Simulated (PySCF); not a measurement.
## C₃: adding exact exchange

Base calculation in PySCF with density fitting and no spin–orbit coupling, PBE/def2-TZVP (no relativity): singlet, D∞h, C–C 1.301 Å (×2); wavenumbers 47 (×2), 1189, 2069 cm⁻¹; gap between the highest occupied and lowest empty levels 2.39 eV, polar-tensor charge of C -0.55 e, atomisation energy (no zero-point energy) 1439 kJ/mol.

Problem. What changes on going to PBE0/def2-TZVP (no relativity)?

Solution. The point group stays the same. Changes: mean bond to C -0.013 Å, highest wavenumber +89 cm⁻¹, lowest wavenumber +39 cm⁻¹, gap between the highest occupied and lowest empty levels +2.65 eV, polar-tensor charge of C -0.12 e, atomisation energy (no zero-point energy) -88 kJ/mol. The new structure has C–C 1.288 Å (×2), with wavenumbers 86 (×2), 1250, 2158 cm⁻¹. Exact exchange shortens and stiffens the bonds and opens the gap, the usual pattern.

The structures come from searches over a few start shapes, so lower isomers are not excluded.
